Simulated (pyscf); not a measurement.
Elementary routes open to hydrogen fluoride (HF) + HO–Si•(F)–F in the gas phase (doublet surface):
A. F–Si•(F)–F + water (H₂O) (F–H, O–Si broken; F–Si, H–O formed)
B. HO–Si(F)(F)–F + H atom (H•) (F–H broken; F–Si formed)

Single points on ωB97X-D3(BJ)/def2-SVP structures (PySCF, gas phase).

Task: Rank the routes by free-energy barrier at 600 K, lowest first, for ωB97M-D3(BJ)/def2-TZVP energies (ideal gas, 1 atm, RRHO with modes under 100 cm⁻¹ raised to 100, one conformer, R ln 2 for chiral ones without a mode under 150 cm⁻¹).

Result: A (134.7 kJ/mol), B (166.1 kJ/mol)

Route A is the fastest of these, ahead of the next by 31.3 kJ/mol. The most stable products are those of B (ΔG = -102.7 kJ/mol), whose barrier is 31.3 kJ/mol higher: the kinetic and the thermodynamic product differ. At 1200 K A is still the fastest. A: On the reactant side the descent ends in a complex, 17.2 kJ/mol under the separated species and 62.4 kJ/mol under the saddle at ωB97X-D3(BJ)/def2-TZVP. B: On the reactant side the descent ends in a complex, 27.1 kJ/mol under the separated species and 149.3 kJ/mol under the saddle at ωB97X-D3(BJ)/def2-TZVP. Only these routes are compared; each barrier is that of the saddle found, and lower ones may exist.
